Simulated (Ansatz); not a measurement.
```yaml
crystal:
  periodic: [false, false, false]
  atoms:
    - {symbol: B, position_ang: [-0.435476, 0.004233, -0.355328]}
    - {symbol: C, position_ang: [0.492370, 0.230521, 0.318624]}
    - {symbol: N, position_ang: [0.189275, -0.815479, 0.313970]}
    - {symbol: H, position_ang: [-1.587781, -0.113883, -0.645682]}
    - {symbol: H, position_ang: [1.444137, 0.857146, 0.430074]}
basis:
  gaussian: {orbitals: STO-3G, point_charges: [{charge: 1.00, position_ang: [4.651, -0.071, -0.289]}]}
hamiltonian: {xc: {name: HF}}
correlation: {method: mp2, frozen_orbitals: {B: 0}}
accuracy: high
output: {forces: true}
```

```sh
$ ansatz run in.yaml --threads 2 --pin off --events-out ev --progress --plain --max-ram 4352MiB
```

How does Ansatz answer? (An estimate is asked.)

The calculation gave: The input was rejected before any iteration.
```
Functional definition: HF
Error: "frozen_orbitals" has no count for C
```
